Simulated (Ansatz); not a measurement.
Input (CCSDT(Q)/cc-pVDZ; Ansatz, a first-principles code):

Ansatz 0.2 input:
```yaml
crystal:
  periodic: [false, false, false]
  atoms:
    - {symbol: N, position_ang: [0.00224146, -0.00382052, 0.11155442]}
    - {symbol: H, position_ang: [-0.00202883, 0.95117179, -0.22808750]}
    - {symbol: H, position_ang: [0.80949996, -0.46442426, -0.29287493]}
    - {symbol: H, position_ang: [-0.82316134, -0.46000387, -0.25991854]}
basis:
  gaussian:
    orbitals: cc-pVDZ
magnetization: {spin_polarized: false}
correlation: {method: ccsdt_q, electrons: outside_noble_gas}
```

Output:

```
Functional definition: HF
integrals: 0.01 GiB planned
541 factors; integrals over basis functions are off by at most 1.2e-7 eV
mean field: 0.06 GiB planned
mean field evaluation 1: about -1527.6781 eV, gradient 2.7e1 eV
mean field evaluation 2: about -1527.6779 eV, gradient 2.7e1 eV
mean field evaluation 4: about -1529.1476 eV, gradient 1.5e0 eV
mean field evaluation 8: about -1529.1566 eV, gradient 5.4e-3 eV
mean field evaluation 16: about -1529.1566 eV, gradient 5.0e-6 eV
mean field -1529.15664607 eV, -56.1954702436 hartree, gradient 5.0e-6 eV, S^2 0.000000; 0 other end points of the search recorded, 0 dependent functions left out
1 core orbitals not correlated
reference -1529.15664607 eV, -56.1954702436 hartree; 4, 4 occupied and 24, 24 virtual orbitals, 541 factors
second order -5.07017428 eV of doubles, -0.00000000 eV of singles
coupled cluster: 0.10 GiB planned
cycle   1  -5.37493703 eV  change   -3.0e-1 eV  update   4.3e-2
cycle   2  -5.59289266 eV  change   -2.2e-1 eV  update   1.5e-2
cycle   3  -5.62453119 eV  change   -3.2e-2 eV  update   4.9e-3
cycle   4  -5.62182095 eV  change    2.7e-3 eV  update   1.3e-3
cycle   5  -5.62217377 eV  change   -3.5e-4 eV  update   4.8e-4
cycle   6  -5.62244281 eV  change   -2.7e-4 eV  update   2.1e-4
cycle   7  -5.62234788 eV  change    9.5e-5 eV  update   6.8e-5
cycle   8  -5.62237142 eV  change   -2.4e-5 eV  update   2.2e-5
cycle   9  -5.62236856 eV  change    2.9e-6 eV  update   6.1e-6
cycle  10  -5.62236057 eV  change    8.0e-6 eV  update   2.1e-6
cycle  11  -5.62236319 eV  change   -2.6e-6 eV  update   5.7e-7
cycle  12  -5.62236330 eV  change   -1.1e-7 eV  update   1.7e-7
perturbative correction -0.00910658 eV, -0.0003346608 hartree
Total energy: -1534.78811596 eV, -56.4024229448 hartree
```
